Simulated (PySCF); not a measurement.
SiH2, SMILES [SiH2] (connectivity only; charge and spin as stated), neutral, multiplicity 1. Coordinates come from a PBE-D3(BJ)/def2-TZVPD optimisation. The isomer is the one that the SMILES or the coordinates give; other isomers of the formula were not compared.

TDDFT-PBE/def2-TZVPD in PySCF puts the lowest singlet excitations at 2.32, 3.99, 5.95, 6.63, 7.15, 7.60 eV.

Problem. What are the lowest excitation roots from PySCF with ADC(2)/aug-cc-pVDZ? (Estimate from the structure and the level; the computed values follow.)

Solution. 2.49, 4.72, 6.25, 6.80, 7.41, 7.52 eV. S1 differs by 0.17 eV (second minus first; roots are paired by order, and the bases may differ).
